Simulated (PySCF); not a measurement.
Ligands exchanged one at a time, B Cl-I. Gas-phase values, no solvent. Strings in code marks are SMILES.

Computed with CAM-B3LYP-D3(BJ)/def2-TZVP run with PySCF. Delta-SCF ions had no search for a lower state. Excitations are Tamm–Dancoff values on a coarser integration grid. The basis has no diffuse functions, so Rydberg states are missing or too high.

| species | T1 excitation (TDA) (eV) | vertical ionisation energy (Delta-SCF) (eV) |
|---|---|---|
| 0 of 3 Cl replaced by I (`ClB(Cl)Cl`) | 5.74 | 11.58 |
| 1 of 3 Cl replaced by I (`ClB(Cl)I`) | 4.62 | 10.16 |
| 2 of 3 Cl replaced by I (`IB(I)Cl`) | 4.09 | 9.70 |
| 3 of 3 Cl replaced by I (`IB(I)I`) | 3.68 | 9.42 |
